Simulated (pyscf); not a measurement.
Elementary routes open to `[NH2][Si][Cl]` [singlet] in the gas phase (singlet surface):
A. `[NH]=[SiH][Cl]` (H–N broken; H–Si formed)
B. `[NH]=[Si]` [singlet] + `[ClH]` (H–N, Cl–Si broken; Cl–H formed)

PySCF, gas phase, ωB97X-D3(BJ)/def2-SVP geometries. MP2 and CC: frozen core, UHF for open shells. ΔMP2 is the change of the MP2 total energy from the triple- to the quadruple-zeta basis.

### Question
Rank the routes by free-energy barrier at 600 K, lowest first, for CCSD(T)/def2-TZVPP + ΔMP2(QZVPP) energies (ideal gas, 1 atm, RRHO with modes under 100 cm⁻¹ raised to 100, one conformer, R ln 2 for chiral ones without a mode under 150 cm⁻¹).

### Answer
B (209.0 kJ/mol), A (265.2 kJ/mol)

Route B is the fastest of these, ahead of the next by 56.2 kJ/mol. The most stable products are those of A (ΔG = +88.8 kJ/mol), whose barrier is 56.2 kJ/mol higher: the kinetic and the thermodynamic product differ. At 1200 K B is still the fastest. B: On the product side the descent ends in a complex, 19.9 kJ/mol under the separated species and 29.7 kJ/mol under the saddle at ωB97X-D3(BJ)/def2-TZVP. Only these routes are compared; each barrier is that of the saddle found, and lower ones may exist. The CCSD(T) − MP2 part came from Ansatz, without density fitting, on the same reference.
